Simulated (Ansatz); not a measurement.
**SO+ (quartet): wave-function methods side by side, def2-QZVPP**

The task here is to estimate one member of a computed series from the others.

Computed with Ansatz 0.2.0, Gaussian basis. Level: def2-QZVPP, core rule «outside noble gas», up to 6 orbitals frozen.

To be run: UHF; ROHF; CCSD(T) on UHF.

**The geometry**

The geometry is a PBE0/def2-TZVP stationary point (not a proven minimum).

2 atoms, charge 1, spin multiplicity 4.

Atoms are counted from 1 here; the program's logs count them from 0.

Bond lengths: O1–S2 1.643 Å.

The first run:

The input, in.yaml:

```yaml
crystal:
  periodic: [false, false, false]
  atoms:
    - {symbol: O, position_ang: [0.000000, 0.000000, 0.000000]}
    - {symbol: S, position_ang: [0.000000, 0.000000, 1.642500]}
basis:
  gaussian: {orbitals: "def2-QZVPP.json"}
total_charge: 1
magnetization: {spin_polarized: true, initial_magnetization: 3}
hamiltonian: {xc: hf}
output: {orbitals: {seedname: orbitals}}
```

On the command line:

```bash
ansatz run in.yaml --threads 1 --pin off --events-out ev --progress --plain --max-ram 2393MiB
```

Among the steps run: UHF; ROHF; CCSD(T) on UHF.

One table of the session follows, with a row left open; its other results are not shown here.

It belongs to the step «Misses and costs». 

```
  method  from UCCSD(T) (kcal/mol)
    ROHF                         ?
     UHF                   +228.83
    UMP2                    +27.71
   UCCSD                     +9.85
UCCSD(T)                         0
```

**Question.** Estimate the row for ROHF.

The run gave: from UCCSD(T) (kcal/mol): +238.23. In the column «from UCCSD(T) (kcal/mol)» it is the highest.
